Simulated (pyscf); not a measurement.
H₂N–SiH•–NH–SiH₂–NH₂ + H₂ → H₂N–SiH₂–NH–SiH₂–NH₂ + H•, a hydrogen abstraction (doublet surface; H–H broken, H–Si formed). Single points on ωB97X-D3(BJ)/def2-SVP structures (PySCF, gas phase). Energies in kJ/mol from the separated reactants.

Small-basis levels: PySCF, no dispersion term, spherical d functions. AM1 to PM7: differences of heats of formation from MOPAC, which are fitted to 298 K values and so differ in kind from electronic energies by zero-point and thermal terms. Open shells are spin-unrestricted. 

```
level                   barrier  reaction energy
----------------------  -------  ---------------
HF/STO-3G                 104.1            +44.0
HF/3-21G                   77.4            +31.9
MP2/6-31G*                 76.1            +28.3
BP86/6-31G*                   …            +79.6
PBE/6-31G*                 70.8            +64.8
B3LYP/STO-3G              113.2           +111.4
B3LYP/3-21G                94.1            +88.6
B3LYP/LANL2DZ              92.9            +90.3
M06-2X/6-31G*              77.0            +51.5
B3LYP/6-311+G**               …            +72.1
B3LYP/def2-SVP             64.8            +59.5
AM1                       148.7           +168.5
ωB97M-D3(BJ)/def2-TZVP        …            +46.3
```

### Question
What belongs in the gaps?

### Answer

- BP86/6-31G*, barrier: 76.2
- B3LYP/6-311+G**, barrier: 74.5
- ωB97M-D3(BJ)/def2-TZVP, barrier: 65.6

Against the last row the barrier runs from -0.9 (B3LYP/def2-SVP) to +83.1 kJ/mol (AM1). At BP86/6-31G*, AM1 this geometry lies under one side, so the entry may be no barrier of that level: it is a single point on another level's saddle. ωB97M-D3(BJ)/def2-TZVP has limits of its own. One saddle was located; it need not be the lowest between these sides. The angle at the transferred H is 170°.
